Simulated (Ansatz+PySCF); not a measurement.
A calculation with PySCF 2.14.0.

```python
from pyscf import gto, scf, mp

mol = gto.M(atom="""
Mg -0.005840 -0.002340 -0.706840
O 0.008260 0.002090 1.043360
""", basis='def2-svp', charge=0, spin=0)
mf = scf.UHF(mol)
mf.kernel()
pt = mp.MP2(mf, frozen=2).run()
print(mf.e_tot, pt.e_corr, pt.e_tot)
```

The script is written out from the run's settings.

Output:

```yaml
Converged: yes
Reference_energy: -274.20297 hartree
Correlation_energy: -0.27658 hartree
Total_energy: -274.47955 hartree
```

The reference isn't the lowest determinant (another lies 2.49 eV lower), but the same method gives a higher total on the lower determinant. Caution: large share of triples, a single reference is doubtful.
